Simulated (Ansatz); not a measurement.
We consider antiferromagnetic bcc Cr, described by HSE06-D3(BJ) in Ansatz (plane waves, PAW).

Run with plane-wave cutoff 460 eV, 10×10×10 k mesh, Fermi–Dirac smearing 0.05 eV, spin-polarised with opposed moments, scalar-relativistic PAW data made under PBE.

Equation-of-state points:

| V (Å³/atom) | E − E_lowest (meV/atom) | P (GPa) |
|---|---|---|
| 12.556 | 21.78 | 8.81 |
| 12.736 | 13.10 | 6.64 |
| 13.072 | 3.07 | 3.06 |
| 13.441 | 0.00 | -0.29 |
| 13.742 | 2.79 | -2.61 |
| 14.077 | 10.61 | -4.83 |

**Question.** Estimate the bulk modulus from the pressures at 13.072 and 13.742 Å³/atom, and compare it with a fit to all energies.

**Answer.** B = −V dP/dV. Between V = 13.072 and 13.742 Å³/atom, dP/dV = (-2.61 − (3.06))/(13.742 − 13.072) = -8.46 GPa per Å³/atom; at the midpoint 13.407 Å³/atom this gives B ≈ 113 GPa. The third-order Birch–Murnaghan fit gives V0 = 13.406 Å³/atom, B0 = 113 GPa, B′ = 5.3, which lies within 1 % of that estimate.

Measured, for comparison: bulk modulus 194 GPa (corrected for temperature and zero-point phonon effects, our sources range from 174 to 205; as tabulated in Levämäki et al. (2014), arXiv:1402.3671); equilibrium volume per atom 11.91 Å³/atom (corrected for temperature and zero-point phonon effects; as tabulated in Levämäki et al. (2014), arXiv:1402.3671). Computed (rounded) less measured: bulk modulus not scored (sources differ), equilibrium volume per atom +12.6 %.

Note: the cell is over a tenth larger than the published one: the level's own overestimate first of all, though another phase or state, or a fault of the published cell, is possible; the commensurate order stands in for chromium's spin-density wave, and the size of the moments varies much between levels; the collinear magnetic order is the start's and need not be the measured one.

Ansatz is a quantum-chemistry and plane-wave program.
